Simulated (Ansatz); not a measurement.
Mulliken charges of C2H2O2S (`O=C1SC1O`) from PBE/def2-TZVPP in Ansatz (PBE0-D4/def2-TZVP geometry).

```tsv
atom	x (Å)	y (Å)	z (Å)	charge (e)
O1	-0.595	1.981	0.080	-0.195
C2	-0.278	0.883	0.405	0.093
S3	0.589	0.005	1.635	-0.096
C4	-0.233	-0.519	0.002	0.103
O5	0.515	-0.967	-1.039	-0.233
H6	-1.097	-1.153	0.166	0.123
H7	1.160	-0.299	-1.295	0.205
```

Q: By hand: the dipole of these point charges (1 e Å = 4.8032 D).

A: Σ q r = (-0.007, -0.336, -0.138) e Å, of length 0.363 e Å = 1.74 D.

Q: How does the dipole of the full density compare? (Best estimate.)

A: Ansatz gave: (0.118, -0.313, -0.097) e Å, 1.67 D; the point charges give 1.04 times that, at 22° from its direction.

Point charges leave out the atoms' own dipoles, such as those of lone pairs, and Mulliken's split depends on the basis, so the two needn't agree.
